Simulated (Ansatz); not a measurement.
System: H$_{2}$O$_{2}$, charge 0, singlet. H2O2 (SMILES OO).
B3LYP-D3(BJ)/def2-TZVP minimum from Ansatz (a first-principles code):
```
O
H 1 0.9680
O 1 1.4504 2 100.54
H 3 0.9680 1 100.54 2 115.91
```
Charge 0, spin multiplicity 1.

Wanted: atomisation energy (electronic, to ground-state atoms), in kcal/mol. Radicals and triplets start from unrestricted determinants; spin-orbit coupling is neglected. CBS(X,Y): correlation extrapolated as X^-3, Hartree-Fock from the larger set (Q,5: extrapolated as (X+1)exp(-9√X)). A bracket is a step between two methods taken in the basis named. The functionals are non-relativistic, so their misses hold any scalar relativity. Double hybrids freeze cores in their MP2 part. 'core' is core correlation in cc-pwCVTZ, 'X2C' scalar relativity in cc-pVTZ-DK, both at CCSD(T). Where a partner has so few electrons that a lower coupled-cluster level is exact, that level stands in.

CCSD(T)/CBS(cc-pVQZ,cc-pV5Z) + [CCSDT(Q) - CCSD(T)]/cc-pVTZ + [CCSDTQ - CCSDT(Q)]/cc-pVDZ + core + X2C (Ansatz) gives 269.2 kcal/mol.

**Question.** What does PBE/def2-TZVPD (Ansatz) give here, and how do the other levels compare?

**Answer.** PBE gives 280.6 kcal/mol, 11.4 kcal/mol above it. Differences of the others: r2SCAN/def2-TZVPD (Ansatz) -2.9; B3LYP/def2-TZVPD (Ansatz) -3.9; PBE0/def2-TZVPD (Ansatz) -7.6; wB97M-V/def2-TZVPD (Ansatz) -1.6; B2PLYP/def2-TZVPD (Ansatz) -7.5; CCSD(T)/CBS(cc-pVQZ,cc-pV5Z) + core + X2C (Ansatz) -0.3 kcal/mol. Nearer than PBE: r2SCAN/def2-TZVPD, B3LYP/def2-TZVPD, PBE0/def2-TZVPD, wB97M-V/def2-TZVPD, B2PLYP/def2-TZVPD, CCSD(T)/CBS(cc-pVQZ,cc-pV5Z) + core + X2C.
